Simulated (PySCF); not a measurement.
Geometry (Å), atoms numbered from 1 in this order:
```xyz
8

F     1.461    0.844   -0.965
C     0.844    0.440    0.214
Si   -0.798   -0.430   -0.160
H     1.530   -0.226    0.748
H     0.687    1.326    0.839
H    -1.723    0.502   -0.852
H    -0.558   -1.623   -1.010
H    -1.392   -0.853    1.137
```

Geometry: PBE0-D3(BJ)/def2-TZVP; GIAO shifts from PySCF 2.14.0 with density-fitted response routines, gas phase, non-relativistic, averaged over equivalent atoms.

At wB97X-D/pcSseg-2 (185 basis functions, 6.3 s wall time on 1 thread of an AMD EPYC 9R45, shared host):
```json
{"atoms": "F1", "δ (ppm)": "-284.8"}
{"atoms": "C2", "δ (ppm)": "77.8"}
{"atoms": "Si3", "δ (ppm)": "-72.2"}
{"atoms": "H4/H5", "δ (ppm)": "4.73"}
{"atoms": "H6/H7/H8", "δ (ppm)": "4.11"}
```

Scale: 19F (184.95 ppm) against CFCl3; 13C (186.29 ppm), 29Si (341.45 ppm), 1H (31.63 ppm) vs TMS (reference shieldings calculated alike).

Task: Estimate the result of repeating the calculation with B97-2/pcSseg-2.

Result: 
```tsv
atoms	δ at B97-2/pcSseg-2	change
F1	-287.1	-2.3
C2	77.8	+0.0
Si3	-70.6	+1.6
H4/H5	4.78	+0.05
H6/H7/H8	4.05	-0.06
```

Chemical shifts δ = σref − σ; 19F (σ = 175.98 ppm) against CFCl3; TMS for 13C (σ = 185.38 ppm) and 29Si (σ = 348.46 ppm) and 1H (σ = 31.64 ppm), all at this level.

The largest change is at F1 (fluorine on an sp3 carbon). Cost: 185 basis functions, 4.9 s wall time on 1 thread of an AMD EPYC 9R45, shared host.

Unscaled 19F shifts against computed CFCl3 carry errors that often reach 10 to 50 ppm.
